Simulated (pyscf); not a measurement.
Structures and frequencies: ωB97X-D3(BJ)/def2-SVP in PySCF. Correlated levels are frozen-core, on RHF or UHF. ΔMP2 is the change of the MP2 total energy from the triple- to the quadruple-zeta basis.

Q: How much does it cost (ΔH, 298 K, CCSD(T)/def2-TZVPP + ΔMP2(QZVPP)) to split H₃C–CH₂–Ag (SMILES C[CH2][Ag]) at its Ag–C bond into •H₂C–CH₃ + Ag•?

A: Ag–C to •H₂C–CH₃ + Ag•: 1.70 eV. Other isomers of •H₂C–CH₃ were not searched in full and may lie lower. The CCSD(T) − MP2 part came from Ansatz, without density fitting, on the same reference. The frozen core leaves the outer d or s,p core shells of the metals and heavy elements correlated in the MP2 and CC values, and def2-TZVPP describes them poorly, which can shift differences by a few kcal/mol. Open-shell species with a d-block atom are single-reference here; other states, and whether the spin sits on metal or ligand, were not checked. Elements past Kr carry the def2 core potentials, without spin-orbit coupling.
